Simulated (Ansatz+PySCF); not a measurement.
The numbers below are computed, except where a source is named.
## Ansatz (development build ahead of 0.2.0) run

```yaml
crystal:
  periodic: [false, false, false]
  atoms:
    - { symbol: C, position_ang: [-0.02996, 1.45242, 0.00958] }
    - { symbol: C, position_ang: [1.19475, 0.73852, 0.00136] }
    - { symbol: C, position_ang: [1.18181, -0.69267, -0.00106] }
    - { symbol: C, position_ang: [-0.02783, -1.39254, 0.0047] }
    - { symbol: C, position_ang: [-1.27517, -0.70121, 0.00843] }
    - { symbol: C, position_ang: [-1.19855, 0.70147, 0.00449] }
    - { symbol: H, position_ang: [-0.04565, 2.54646, 0.00735] }
    - { symbol: H, position_ang: [2.13488, 1.2759, -0.00058] }
    - { symbol: H, position_ang: [2.1312, -1.23359, -0.0096] }
    - { symbol: H, position_ang: [-0.03326, -2.49398, 0.00948] }
    - { symbol: H, position_ang: [-2.21813, -1.23155, -0.003] }
basis:
  gaussian: { orbitals: cc-pVTZ }
magnetization:
  initial_magnetization: 1
hamiltonian:
  xc: hf
correlation:
  method: mp2
  frozen_orbitals: { C: 1, H: 0 }
output:
  forces: true
```

The input is written out in the form of the current development build from the run's settings. Correlation on restricted open-shell orbitals is semicanonical, with singles.

Results

```json
{"Converged": "yes", "Reference energy": "-230.11846 hartree", "Correlation energy": "-0.91874 hartree", "Total energy": "-231.03720 hartree", "Spin squared of the determinant": "0.750", "Stability test": "minimum among restricted orbitals"}
```

Forces (eV/Å):
```csv
atom,Fx,Fy,Fz
C1,0.157,-0.312,-0.053
C2,-0.714,-1.036,0.016
C3,0.052,1.164,0.006
C4,-0.662,-0.093,0.017
C5,1.022,0.890,-0.063
C6,0.428,-0.977,0.042
H7,0.016,-0.468,0.012
H8,-0.043,-0.038,-0.003
H9,-0.373,0.188,0.013
H10,0.037,0.647,-0.018
H11,0.080,0.036,0.031
```
